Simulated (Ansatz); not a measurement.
The same path of CH5SSi (8 atoms, charge -1, multiplicity 1) was run twice with different band settings. The coordinate that changes most is the height of Si1 over the plane of its neighbours.

These are results of RKS LDA/def2-SVP (Ansatz 0.2.0), not measurements.

Relaxed end points:

```xyz
8
Properties=species:S:1:pos:R:3
Si -0.658 0.200 -1.095
C 0.556 0.142 0.455
S 0.756 -1.591 0.955
H -1.985 0.262 -0.274
H -0.628 1.757 -1.298
H 0.162 0.707 1.330
H 1.546 0.576 0.185
H 0.251 -2.053 -0.258
```

```xyz
8
Properties=species:S:1:pos:R:3
Si -0.844 1.115 -0.531
C 0.475 0.291 0.665
S 0.876 -1.476 0.419
H -1.849 -0.081 -0.397
H -0.206 0.492 -1.820
H 0.115 0.417 1.713
H 1.424 0.870 0.581
H 0.009 -1.629 -0.630
```

Common settings: movable images 7; climbing image yes; optimiser quadratic models (default); start path IDPP; force threshold 0.05 eV/Å; iteration limit 60; end points relaxed.

| run | spring |
| --- | --- |
| 1 | 5.0 eV/Å² |
| 2 | 20.0 eV/Å² |

(1) What does each run give, and how far can it be trusted?

## Answers

(1) Run 1: converged after 12 iterations, highest image 1.334 eV above the first end. A vibrational analysis at the climbing image gives one clearly imaginary mode, 767i cm⁻¹: a first-order saddle point.
Run 2: converged after 12 iterations, highest image 1.334 eV above the first end. Another band between the same ends (7 images) ends at a top of the same energy, where a vibrational analysis finds 1 clearly imaginary mode.
Limits of this set-up: an anion without diffuse functions, the dipole of an ion depends on the origin.
